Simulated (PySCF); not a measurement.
Boronic acid, BH₃O₂.
Z-matrix (Å and degrees, PBE0-D3(BJ)/def2-TZVP geometry), rows numbered from 1:
```
O 
B   1  1.3610
O   2  1.3608  1  125.31
H   1  0.9606  2  115.76  3    -0.23
H   2  1.1931  1  117.34  3   179.98
H   3  0.9606  2  115.82  1    -0.02
```

The calculation used PBE0-D3(BJ)/def2-TZVP geometry optimisation, gas phase (PySCF).

Take the most abundant isotopes and a rigid rotor. The values belong to one conformer with, in the numbering `[OH:1][BH:2][OH:3]`, H–O1–B2–O3 0°, O1–B2–O3–H 0°.

(1) Give the principal moments of inertia and the rotational constants in MHz.

(2) What kind of rotor is it?

(3) What does the inertial defect say?

(4) Which types of transition are allowed, and where do some lines up to J = 3 fall?

(5) Estimate the classical rotational partition function at 25 K, 200 K and 500 K.

## Answers

(1) Ia = 8.49, Ib = 49.57, Ic = 58.06 u·Å²; 505379 MHz·u·Å²/I gives A = 59493, B = 10196, C = 8704 MHz.

(2) A near-prolate asymmetric top: κ = (2 × 10196 − 59493 − 8704)/(59493 − 8704) = -0.94.

(3) Planar: Δ = Ic − Ia − Ib = 0.00 u·Å². For a rigid frame Δ = −2 Σ m c², so it vanishes when all atoms lie in the ab plane; here none is more than 0.01 Å from it.

(4) The dipole components are |μa| = 0.00 D, |μb| = 2.85 D, |μc| = 0.00 D; the symmetry axis of this C2v structure is b, so μa and μc vanish by symmetry and there are no a-type or c-type lines. Some lines, for components of 0.1 D or more:

```json
{"type": "b", "branch": "R", "J(Ka,Kc)": "3(0,3) ← 2(1,2)", "MHz": "8731", "lower level (cm⁻¹)": "3.486"}
{"type": "b", "branch": "Q", "J(Ka,Kc)": "1(1,0) ← 1(0,1)", "MHz": "50789", "lower level (cm⁻¹)": "0.630"}
{"type": "b", "branch": "Q", "J(Ka,Kc)": "2(1,1) ← 2(0,2)", "MHz": "52314", "lower level (cm⁻¹)": "1.890"}
{"type": "b", "branch": "Q", "J(Ka,Kc)": "3(1,2) ← 3(0,3)", "MHz": "54664", "lower level (cm⁻¹)": "3.777"}
{"type": "b", "branch": "R", "J(Ka,Kc)": "1(1,1) ← 0(0,0)", "MHz": "68198", "lower level (cm⁻¹)": "0.000"}
{"type": "b", "branch": "Q", "J(Ka,Kc)": "2(2,0) ← 2(1,1)", "MHz": "147924", "lower level (cm⁻¹)": "3.635"}
{"type": "b", "branch": "Q", "J(Ka,Kc)": "2(2,1) ← 2(1,2)", "MHz": "152366", "lower level (cm⁻¹)": "3.486"}
{"type": "b", "branch": "Q", "J(Ka,Kc)": "3(2,2) ← 3(1,3)", "MHz": "154624", "lower level (cm⁻¹)": "5.302"}
{"type": "b", "branch": "R", "J(Ka,Kc)": "2(2,0) ← 1(1,1)", "MHz": "188709", "lower level (cm⁻¹)": "2.275"}
{"type": "b", "branch": "R", "J(Ka,Kc)": "3(2,2) ← 2(1,1)", "MHz": "204593", "lower level (cm⁻¹)": "3.635"}
{"type": "b", "branch": "R", "J(Ka,Kc)": "3(2,1) ← 2(1,2)", "MHz": "209235", "lower level (cm⁻¹)": "3.486"}
{"type": "b", "branch": "Q", "J(Ka,Kc)": "3(3,1) ← 3(2,2)", "MHz": "250235", "lower level (cm⁻¹)": "10.460"}
{"type": "b", "branch": "R", "J(Ka,Kc)": "3(3,1) ← 2(2,0)", "MHz": "306903", "lower level (cm⁻¹)": "8.569"}
{"type": "b", "branch": "R", "J(Ka,Kc)": "3(3,0) ← 2(2,1)", "MHz": "306937", "lower level (cm⁻¹)": "8.568"}
```

(5) Point group C2v, symmetry number σ = 2; q = (√π/σ)·√((kT/h)³/(ABC)), k/h = 20836.6 MHz/K: 145 at 25 K, 3280 at 200 K, 13000 at 500 K.

PBE0-D3(BJ)/def2-TZVP frequencies: not computed here. Zero-point vibration and centrifugal distortion are left out. Quadrupole hyperfine structure (11B) is left out.
